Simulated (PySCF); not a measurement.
Match the calculated data to a structure.

All candidates are C6H10.

| technique | computed result |
| --- | --- |
| Dipole | 0.55 D [CAM-B3LYP/def2-SVPD] |
| Valence photoelectron | vertical ionisation energy: 8.46 eV [ΔSCF CAM-B3LYP/def2-SVPD] |
| Triplet | lowest triplet excitation (Tamm–Dancoff): 3.11 eV [TDA CAM-B3LYP/def2-SVPD] |
| 1H NMR | chemical shifts (computed TMS as zero) by class: 6.83 (1 H), 6.06 (1 H), 5.62 (1 H), 5.41 (1 H), 5.36 (1 H), 2.17 (2 H), 1.00 (3 H) ppm [GIAO PBE0/pcSseg-1] |
| UV, first state | lowest singlet excitation: 5.69 eV (218 nm, f = 0.777) [TDDFT CAM-B3LYP/def2-SVPD] |
| Couplings | largest of the computed one-bond spin–spin couplings (means over like bonds): 13C–1H +170.6, 13C–1H +165.0, 13C–1H +160.6, 13C–1H +160.4, 13C–1H +157.8, 13C–1H +133.5 (×3), 13C–1H +131.5 (×2), 13C–13C +76.9 Hz [B3LYP/pcJ-1, spin–dipole term left out] |
| Polarisability | 81.6 au [CAM-B3LYP/def2-SVPD] |
| 13C NMR | chemical shifts (computed TMS as zero) by class: 143.1 (1 C), 139.3 (1 C), 136.7 (1 C), 124.5 (1 C), 24.8 (1 C), 16.3 (1 C) ppm [GIAO PBE0/pcSseg-1] |
| Rotational structure | rotational constants A, B, C: 9.499, 1.598, 1.478 GHz [PBE0-D3(BJ)/def2-SVP] |

Gas-phase values; electronic properties from PySCF, density fitting. Levels stand in brackets. Isolated species at its PBE0-D3(BJ)/def2-SVP geometry (one conformer only). NMR classes are plain means over equivalent atoms (diastereotopic ones count apart unless rotation or inversion swaps them), as if these changed places fast.

Question: Which candidate is it?
A. `C=CC/C=C\C`
B. `C=C/C=C\CC`
C. `C#CC(C)(C)C`
D. `C/C=C\C=C\C`

Answer: B. It is `C=C/C=C\CC`. Numbering: `[CH2:1]=[CH:2]/[CH:3]=[CH:4]\[CH2:5][CH3:6]`. Its formula, C6H10, gives 2 degrees of unsaturation: 0 rings and 2 π bonds in the structure found. 6 carbons fall into 6 classes; from least to most shielded: alkene CH carbon [C4] (143.1 ppm), alkene CH carbon [C2] (139.3 ppm), alkene CH carbon [C3] (136.7 ppm), terminal =CH2 carbon [C1] (124.5 ppm), allylic carbon [C5] (24.8 ppm), methyl carbon [C6] (16.3 ppm). Hydrogen classes from least to most shielded: 1 H on an alkene CH carbon, C2 (6.83 ppm), 1 H on an alkene CH carbon, C3 (6.06 ppm), 1 H on an alkene CH carbon, C4 (5.62 ppm), 1 H on a terminal =CH2 carbon, C1 (5.41 ppm), 1 H on a terminal =CH2 carbon, C1 (5.36 ppm), 2 H on an allylic carbon, C5 (2.17 ppm, a mean of values up to 0.6 ppm apart in this geometry), 3 H on a methyl carbon, C6 (1.00 ppm). The couplings run between: +170.6 Hz, terminal =CH2 carbon [C1] and its hydrogen; +165.0 Hz, terminal =CH2 carbon [C1] and its hydrogen; +160.6 Hz, alkene CH carbon [C4] and its hydrogen; +160.4 Hz, alkene CH carbon [C3] and its hydrogen; +157.8 Hz, alkene CH carbon [C2] and its hydrogen; +133.5 Hz, methyl carbon [C6] and its hydrogen (with 2 like pairs); +131.5 Hz, allylic carbon [C5] and its hydrogen (with 1 like pair); +76.9 Hz, terminal =CH2 carbon [C1] and alkene CH carbon [C2]. The first electron is taken from the HOMO, whose largest Löwdin shares are 0.24 on an alkene CH carbon, 0.23 on the terminal =CH2 carbon, 0.20 on an alkene CH carbon and 0.16 on an alkene CH carbon. The optimised geometry has point group C1 and is an asymmetric top.

The others, at the same levels:
- `C#CC(C)(C)C` fails: it has 4 carbon classes against 6; its computed 13C shifts are 95.8 (1 C), 73.7 (1 C), 32.8 (3 C), 27.5 (1 C) ppm, 1H shifts are 1.94 (1 H), 1.22 (9 H) ppm and lowest singlet excitation is 6.58 eV (188 nm, f = 0.000) (against 5.69 eV).
- `C=CC/C=C\C` fails: its computed 13C shifts are 147.0 (1 C), 136.8 (1 C), 133.3 (1 C), 123.0 (1 C), 36.4 (1 C), 15.0 (1 C) ppm, 1H shifts are 5.78 (1 H), 5.63 (1 H), 5.41 (1 H), 5.36 (1 H), 5.25 (1 H), 2.82 (2 H), 1.76 (3 H) ppm and rotational constant A is 10.892 GHz (against 9.499 GHz).
- `C/C=C\C=C\C` fails: its computed 13C shifts are 137.1 (1 C), 136.8 (1 C), 133.3 (1 C), 132.2 (1 C), 21.7 (1 C), 16.0 (1 C) ppm, 1H shifts are 6.55 (1 H), 6.00 (1 H), 5.71 (1 H), 5.41 (1 H), 1.90 (3 H), 1.84 (3 H) ppm and vertical ionisation energy is 8.10 eV (against 8.46 eV).

Each candidate is one conformer, not necessarily the lowest. Dipoles, sizes and rotational constants follow the conformer. The torsions of the flexible species, by atom-mapped SMILES:
- `[CH2:1]=[CH:2]/[CH:3]=[CH:4]\[CH2:5][CH3:6]`: C1–C2–C3–C4 180°, C3–C4–C5–C6 114°
- `[CH2:1]=[CH:2][CH2:3]/[CH:4]=[CH:5]\[CH3:6]`: C1–C2–C3–C4 -115°, C2–C3–C4–C5 -117°
- `[CH3:1]/[CH:2]=[CH:3]\[CH:4]=[CH:5]\[CH3:6]`: C2–C3–C4–C5 180°
